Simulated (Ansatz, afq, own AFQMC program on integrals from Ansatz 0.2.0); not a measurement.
## Si2H2, singlet in cc-pVDZ, levels against CCSDT(Q)

```tsv
atom	x (Å)	y (Å)	z (Å)
Si	0.0000	0.0650	1.0026
Si	0.0000	-0.0038	-1.0977
H	0.0000	-0.4317	2.5897
H	0.0000	-1.2739	0.0595
```

Connectivity, by distances: SiH–Si, 1 bridging H.

Basis cc-pVDZ. Only valence electrons are correlated. Integrals, coupled cluster, full CI and functionals: Ansatz 0.2.0; the random walks run on the same integrals in our own AFQMC program. The CISD trial takes its coefficients from CCSD amplitudes. Released means that phaseless walkers are propagated on without the constraint, phases kept. Free AFQMC starts from the CCSD state and is never constrained. Its projection time is finite, and what remains of the start isn't in its error. ± is one standard error of the sampling.

Determinant: UHF, the one that the program's search chose, which needn't be the lowest solution. The geometry is a point of a scan.

No full CI on the walks' own integrals is used here; CCSDT(Q) serves as the reference and is uncertain by about the last step of the cluster series.

Cautions: higher spins were not checked; an unrestricted solution with more broken spin lies lower (57 meV, ⟨S²⟩ 0.34), while this determinant keeps restricted orbitals; raised T1 diagnostic (T1 0.020, weight of the determinant 0.83, largest double 0.13).

```
T1 diagnostic                               : 0.0202
weight of the determinant in the CISD state : 0.833
⟨S²⟩ of the determinant                     : 0.000
size of the correlated space                : 10 electrons in 36 orbitals
```

| level | correlation energy (eV) |
| --- | --- |
| MP2 | -5.2383 |
| CCSD | -6.1326 |
| CCSD(T) | -6.4595 |

Q: Estimate where phaseless AFQMC with the Hartree–Fock trial lies against CCSD(T) on the same integrals.

A: 16.5 ± 8.6 kJ/mol below CCSD(T). The gap is under twice the noise, so this walk alone can't tell the two apart.

Reference: CCSDT(Q), correlation energy -6.525 eV. The released energy is read at 2.40 1/Eh (meV from the phaseless value at times in 1/Eh: -9 ± 26 at 0.24, 15 ± 20 at 0.51, 1 ± 15 at 0.99, 2 ± 20 at 1.62, 20 ± 23 at 2.40).

```json
{"level": "CCSD(T)", "E − E(reference) (kJ/mol)": "6.3", "share of correlation (%)": "99.00"}
{"level": "CCSDT", "E − E(reference) (kJ/mol)": "2.8", "share of correlation (%)": "99.55"}
{"level": "ph-AFQMC/HF", "E − E(reference) (kJ/mol)": "-10.2 ± 8.6", "share of correlation (%)": "101.61"}
{"level": "ph-AFQMC/CISD", "E − E(reference) (kJ/mol)": "0.7 ± 2.6", "share of correlation (%)": "99.88"}
{"level": "released AFQMC", "E − E(reference) (kJ/mol)": "2.6 ± 2.3", "share of correlation (%)": "99.58"}
{"level": "free AFQMC", "E − E(reference) (kJ/mol)": "0.2 ± 1.3", "share of correlation (%)": "99.97"}
```

Free projections are given only where their last times agree within the noise and don't stop above the reference; a slow remainder of the start can still hide under it. A walk keeps the symmetry of its determinant, which the program's search chose and which needn't be the lowest solution, so a lower state of the same spin and another symmetry isn't excluded. Released energies are given only where the last usable release times agree within the noise; a slower fall can still hide under it.
